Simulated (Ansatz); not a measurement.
The first iterations of a band of ClH3Si + H3N (9 atoms, charge 0, multiplicity 1).

Level of theory: RKS BLYP/def2-SVP (Ansatz 0.2.0).

```json
{"movable images": "9", "climbing image": "yes", "spring": "2.0 to 10.0 eV/Å², energy-weighted", "optimiser": "quadratic models (default)", "start path": "through a guess of the saddle point", "force threshold": "0.05 eV/Å", "iteration limit": "60", "end points": "relaxed"}
```

Initial state:

```xyz
9
Properties=species:S:1:pos:R:3
Si 0.458 0.027 -0.053
Cl 0.660 -0.119 2.043
H 1.865 0.036 -0.580
H -0.193 1.314 -0.433
H -0.240 -1.172 -0.600
N -2.528 -0.002 0.994
H -3.266 -0.671 0.727
H -3.014 0.893 1.157
H -2.192 -0.305 1.920
```

Final state:

```xyz
9
Properties=species:S:1:pos:R:3
Si -0.426 0.027 -0.463
Cl -0.398 0.389 3.495
H 0.633 -0.962 -0.096
H 0.057 1.435 -0.324
H -0.832 -0.207 -1.893
N -1.755 -0.180 0.710
H -2.152 -1.126 0.778
H -2.535 0.487 0.629
H -1.042 0.136 2.338
```

| iteration | highest image above the first end (eV) | largest band force component (eV/Å) |
| --- | --- | --- |
| 1 | 4.153 | 5.971 |
| 2 | 2.950 | 2.519 |
| 3 | 1.655 | 2.248 |
| 4 | 1.158 | 1.396 |
| 5 | 1.000 | 0.827 |
| 6 | 0.937 | 0.471 |

Question: Does the band converge within its limit, and where does its top end?

Answer: The forces met the threshold. It ended after 18 iterations with the highest image 0.719 eV above the first end. Another band between the same ends (9 images) ends at a top of the same energy, where a vibrational analysis finds 1 clearly imaginary mode. The orbitals stay closed-shell, which can raise the energy where a bond breaks towards radicals; this wasn't checked here.

Time of the run: 6.8 min on 1 thread of Arm Neoverse V1, with other jobs on the host, peak memory 0.094 GiB.
